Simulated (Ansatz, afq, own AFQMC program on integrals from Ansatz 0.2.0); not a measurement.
# SiH₃, doublet in 6-31G, levels against full CI

```yaml
atoms:
  - { symbol: Si, position_ang: [0.0002, -0.0001, -0.1045] }
  - { symbol: H, position_ang: [3.3827, 0.0349, 0.9778] }
  - { symbol: H, position_ang: [-1.7233, 2.9158, 0.9632] }
  - { symbol: H, position_ang: [-1.6653, -2.9466, 0.9717] }
```

Basis 6-31G. Only valence electrons are correlated. Integrals, coupled cluster, full CI and functionals: Ansatz 0.2.0; the random walks run on the same integrals in our own AFQMC program. The CISD trial takes its coefficients from CCSD amplitudes. Released means that phaseless walkers are propagated on without the constraint, phases kept. Uncertainties: one standard error, sampling alone.

Determinant: UHF, the one that the program's search chose, which needn't be the lowest solution. The geometry is a point of a scan.

Full CI on the same integrals is exact in this basis and with this determinant's frozen core.

Cautions: unrestricted determinant spin contaminated (⟨S²⟩ 2.69 against 0.75); the released energies are still falling, so no released level is given (meV from the phaseless value at times in 1/Eh: -2 ± 3 at 0.24, -6.6 ± 2.4 at 0.51, -12.4 ± 1.6 at 0.99, -16.5 ± 1.9 at 1.62, -17.9 ± 1.7 at 2.40); the next higher spin lies close (full CI puts it 117 meV above); walk and cluster series may follow different spin states.

The T1 diagnostic is 0.0278 and the weight of the determinant in the CISD state is 0.840. The ⟨S²⟩ of the determinant is 2.687 and the size of the correlated space is 7 electrons in 14 orbitals.

Reference: full CI, correlation energy -0.788 eV. The cautions show a poor starting determinant, so the rows tell how each method copes with it here, and full CI is the sure value.

```
        level  E − E(reference) (kJ/mol)  share of correlation (%)
           HF                       76.0                      0.00
          MP2                       36.0                     52.67
         CCSD                        6.8                     91.01
      CCSD(T)                        5.4                     92.94
        CCSDT                        2.7                     96.48
     CCSDT(Q)                        2.5                     96.71
       CCSDTQ                        1.4                     98.14
ph-AFQMC/CISD                  2.1 ± 0.3                     97.24
```

CCSDT and higher add their correlation energy to the determinant of the CCSD(T) run, since their own runs factorise the integrals more tightly (a shift of under 2 meV). A walk keeps the symmetry of its determinant, which the program's search chose and which needn't be the lowest solution, so a lower state of the same spin and another symmetry isn't excluded.
